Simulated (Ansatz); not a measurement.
Compare A (`CCC(CC)C(C)C`) with its isomer B (`CC[C@@H](C)[C@H](C)CC`).

Program: Ansatz. Geometries: PBE0-D4/def2-TZVP. ΔE: electronic, gas phase. CCSD(T)/CBS adds triple-zeta CCSD(T) − MP2 to the extrapolated MP2 energy (def2 sets, frozen cores). DFT in def2-TZVPP. B3LYP here is the variant with VWN-RPA as its local correlation; programs differ in this. One conformer a species, not always the lowest.

Task: Which isomer does CCSD(T)/CBS put lower? Give the gap. (An estimate is asked.)

Result: Ansatz gave: B, by 2.3 kJ/mol.

Task: Give E(B) − E(A) in kJ/mol with CCSD/def2-TZVPP, B3LYP-D4, ωB97M-V, r2SCAN-D4, PBE0-D4, HF/def2-TZVPP, CCSD(T)/def2-TZVPP. (Best estimate.)

Result: Computed: CCSD/def2-TZVPP -2.7, B3LYP-D4 -3.4, ωB97M-V -2.4, r2SCAN-D4 -2.8, PBE0-D4 -3.1, HF/def2-TZVPP -6.0, CCSD(T)/def2-TZVPP -2.2. None reverses the order clearly.

Largest T1 diagnostic: 0.009.

In def2-TZVPP, CCSD(T) changes the Hartree–Fock value by +3.8 kJ/mol (the triples alone add +0.5 kJ/mol) and MP2 by +4.2 kJ/mol.
